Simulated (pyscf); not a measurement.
Single points on ωB97X-D3(BJ)/def2-SVP structures (PySCF, gas phase).

Question: PBE/def2-TZVP puts the barrier of H₃C–CH₂–CH₃ + [HO–Zn]• → H₃C–CH₂–Zn–OH + CH₃• (substitution at C; doublet surface; C–C broken, C–Zn formed) at 189.1 kJ/mol and the reaction energy at +105.3 kJ/mol, from the separated reactants. What do r²SCAN/def2-TZVP, B3LYP-D3(BJ)/def2-TZVP, ωB97M-D3(BJ)/def2-TZVP give on the same structures?

Answer: r²SCAN: ΔE‡ = 195.2 kJ/mol, ΔE = +91.1 kJ/mol; B3LYP-D3(BJ): ΔE‡ = 206.0 kJ/mol, ΔE = +104.6 kJ/mol; ωB97M-D3(BJ): ΔE‡ = 229.4 kJ/mol, ΔE = +107.6 kJ/mol. PBE's barrier lies under all of them, by 6.1 to 40.2 kJ/mol. Its reaction energy lies among theirs. One saddle was located; it need not be the lowest between these sides. The angle at the attacked C is 160°. Elements up to Kr have no core potential and no relativistic terms here.
